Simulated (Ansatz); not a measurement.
# AlClH2O: the cost of one run

Computed with Ansatz 0.2.0, driven from Python. Level of theory: B3LYP+D4/def2-SVP.

## 1. The structure

Bond lengths: O1–Al2 1.785 Å, Al2–Cl3 2.191 Å, O1–H4 0.963 Å, Al2–H5 1.591 Å. Angles: O1–Al2–Cl3 118.0°, O1–Al2–H5 121.3°, Cl3–Al2–H5 120.8°, Al2–O1–H4 103.4°.

The script holds or builds the structure itself.

## 2. The script

File relaxed_scan_alclh2o.py:

```python
"""Relaxed scan of one distance in AlClH2O."""

import warnings

import ansatz as az
from ase import Atoms
import numpy as np


def main() -> None:
    warnings.simplefilter("ignore", az.DeckWarning)

    atoms = Atoms(["O", "Al", "Cl", "H", "H"], positions=[
        (-1.0302, 0.0451, -0.9627),
        (0.4306, 0.0977, 0.0621),
        (1.3057, -1.8063, 0.703),
        (-1.7507, 0.1088, -0.3271),
        (1.0944, 1.481, 0.4833),
    ])
    molecule = az.Crystal.molecule_from_ase(atoms)

    model = (
        molecule.calculation()
        .basis(gaussian="def2-SVP")
        .functional("B3LYP", dispersion="d4")
    )
    symbols = [site.symbol for site in molecule.cartesian_sites]
    pairs = [(0, 1), (0, 3), (1, 2), (1, 4)]
    print("held (A)   E (eV)        ", "  ".join(f"{symbols[i]}{i}-{symbols[j]}{j}" for i, j in pairs))
    for length in [2.02, 2.19, 2.37, 2.63, 2.96]:
        r = model.relax(constraints=[az.DistanceConstraint((1, 2), at=length)], force_tolerance=0.02, max_steps=60).run(threads=1).report
        xyz = np.array(r["positions_ang"])
        print(f"{length:6.2f} {r['free_energy_ev']:14.5f}  ", "  ".join(f"{np.linalg.norm(xyz[i] - xyz[j]):.3f}" for i, j in pairs))


if __name__ == "__main__":
    main()
```

## 3. The calls as engine input

The package turns the script's settings into the engine's input (first run):

```yaml
crystal:
  periodic: [false, false, false]
  atoms:
    - { symbol: O, position_ang: [-1.0302, 0.0451, -0.9627] }
    - { symbol: Al, position_ang: [0.4306, 0.0977, 0.0621] }
    - { symbol: Cl, position_ang: [1.3057, -1.8063, 0.703] }
    - { symbol: H, position_ang: [-1.7507, 0.1088, -0.3271] }
    - { symbol: H, position_ang: [1.0944, 1.481, 0.4833] }
basis:
  gaussian:
    orbitals: def2-SVP
hamiltonian:
  xc: b3lyp
  dispersion: d4
relax:
  f_tol: 0.02
  max_steps: 60
  constraints:
    - { distance: [1, 2], at: 2.02 }
```

## 4. The run

On the command line:

```console
$ python relaxed_scan_alclh2o.py
```

What time and memory should one allow on 1 thread of Arm Neoverse V1, shared host?

About 78 s, with a peak of 0.2 GiB.
